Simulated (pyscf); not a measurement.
Optimised with ωB97X-D3(BJ)/def2-SVP in PySCF.

Question: CH₄ + [HO–Zn]• → H₃C–Zn–OH + H•
Surface: doublet. Broken: C–H. Formed: C–Zn. Give ΔE‡ and ΔE from r²SCAN/def2-TZVP, relative to the separated reactants.

Answer: ΔE‡ = 45.2 kcal/mol, ΔE = +35.6 kcal/mol. ωB97M-D3(BJ)/def2-TZVP gives 51.9 kcal/mol and +35.2 kcal/mol. Zero-point energy shifts the barrier by -3.7 kcal/mol. It is a substitution at C, with an imaginary mode of 1483i cm⁻¹. One saddle was located; it need not be the lowest between these sides. The angle at the attacked C is 178°. Elements up to Kr have no core potential and no relativistic terms here.
